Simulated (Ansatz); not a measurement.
One elementary step

Start structure (CH7NSi, closed shell), relaxed at PBE0-D4/def2-TZVP:

| atom | x (Å) | y (Å) | z (Å) |
| --- | --- | --- | --- |
| Si1 | -0.7673 | 1.1651 | -0.0067 |
| N2 | 0.5355 | 0.1069 | -0.3619 |
| C3 | 0.5745 | -1.2722 | 0.0742 |
| H4 | -2.0302 | 0.5405 | -0.4856 |
| H5 | -0.5064 | 2.4446 | -0.7156 |
| H6 | -0.9653 | 1.4721 | 1.4439 |
| H7 | 1.4470 | 0.5153 | -0.4921 |
| H8 | 1.1984 | -1.8748 | -0.5920 |
| H9 | 0.9469 | -1.4024 | 1.0991 |
| H10 | -0.4332 | -1.6951 | 0.0367 |

The step: CH₇NSi ([CH3][NH][SiH3]) → CH₅N ([CH3][NH2]) + SiH₂ (still joined by a long Si–N bond); bonds formed: N2–H4; bonds broken: Si1–H4; bonds weakened to dative contacts: Si1–N2. Computed with Ansatz 0.2.0 (basis: def2-TZVPP and def2-QZVPP); correlated methods freeze the cores. Extrapolation: Hartree–Fock as exp(−7.88 √X), correlation as X^−2.97. Energies below are by CCSD(T) at an estimated basis limit (MP2 extrapolated from triple and quadruple zeta, plus CCSD(T) − MP2 in triple zeta).

Q: What are the electronic barrier and the energy of the step, from the start structure to the end structure? (To be estimated.)

A: The calculation gives: Barrier 3.099 eV; step energy 1.428 eV (uphill); reverse barrier, their difference, 1.671 eV. Barrier and step energy count from the start structure, the reverse barrier from the end structure.

The saddle point: One imaginary mode of 1573i cm⁻¹.
```tsv
pair	start (Å)	saddle (Å)	end (Å)
N2–H4	2.61	1.38	1.02
Si1–N2	1.72	1.88	2.01
Si1–H4	1.49	1.61	2.51
```

Zero-point energy (harmonic, PBE0-D4): ZPE is 2.149 eV at the start and 2.070 eV at the saddle, so the barrier goes from 3.099 to 3.020 eV.

First-order rate constant out of the start structure at 298 K by transition-state theory, with harmonic vibrational free energies alone and no tunnelling: ΔA‡ = 3.037 eV, so k = (kB T/h) exp(−ΔA‡/kB T) ≈ 10^-39 s⁻¹ (an order of magnitude at best: rotation, the number of equivalent paths and anharmonicity are left out).

The T1 diagnostic stays at or below 0.013. The restricted Hartree–Fock reference is unstable towards an unrestricted one at one or more of these structures.

Losses and insertions of silylenes and their heavier kin drive the gas-phase chemistry of silicon and germanium vapour deposition.

Labels in which every atom is bracketed show which atoms are joined, not bond orders.

For scale, one of the runs: CCSD(T)/def2-TZVPP, 202 basis functions, launched by `ansatz run in.yaml --threads 2 --pin off --events-out ev --progress --plain --max-ram 4352MiB`. Hardware: 2 CPU threads of an Arm Neoverse V1, shared host. Wall time 52 s; peak host memory 2.5 GiB.
